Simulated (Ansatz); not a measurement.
## Ansatz (development build ahead of 0.2.0) run

```yaml
crystal:
  periodic: [false, false, false]
  atoms:
    - { symbol: "N", position_ang: [1.11726, 0.0, 0.0] }
    - { symbol: C, position_ang: [0.3342, 1.11921, 0.0] }
    - { symbol: C, position_ang: [-0.98289, 0.71074, 0.0] }
    - { symbol: C, position_ang: [-0.98289, -0.71074, 0.0] }
    - { symbol: C, position_ang: [0.3342, -1.11921, 0.0] }
    - { symbol: H, position_ang: [2.12701, 0.0, 0.0] }
    - { symbol: H, position_ang: [0.77062, 2.11567, 0.0] }
    - { symbol: H, position_ang: [-1.85238, 1.36536, 0.0] }
    - { symbol: H, position_ang: [-1.85238, -1.36536, 0.0] }
    - { symbol: H, position_ang: [0.77062, -2.11567, 0.0] }
basis:
  gaussian: { orbitals: def2-TZVP }
hamiltonian:
  xc: hf
correlation:
  method: mp2
  frozen_orbitals: { C: 1, H: 0, "N": 1 }
```

The input is written out in the form of the current development build from the run's settings.

Output:

```yaml
Converged: yes
Reference_energy: -208.88750 hartree
Correlation_energy: -0.83339 hartree
Total_energy: -209.72089 hartree
Spin_squared_of_the_determinant: 0.000
```
